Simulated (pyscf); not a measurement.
A first-order saddle from PySCF, ωB97X-D3(BJ)/def2-SVP:

```xyz
6

F      0.0521     0.1397     1.5014
Si    -0.1027     0.8280    -0.2157
F      1.1882     1.7889    -0.0975
F     -0.4003     0.7489    -1.8148
F      0.7775    -0.8306    -0.2650
H      0.6198    -0.7269     0.8014
```
Charge 0, spin multiplicity 2.

Surface: doublet, charge 0. Lowest wavenumbers (cm⁻¹): 540i, 138, 240, 293, 357.

Question: What reaction is this the transition state of?

Answer: hydrogen fluoride (HF) + F–Si•(F)–F <-> F–Si•(F)–F + hydrogen fluoride (HF), a four-centre exchange read from left to right: F–H, F–Si broken and F–Si, F–H formed. At ωB97M-D3(BJ)/def2-TZVP it lies +0.88 eV from the left side and +0.88 eV from the right (each side as separated species at their lowest minima found). One saddle was located; it need not be the lowest between these sides.
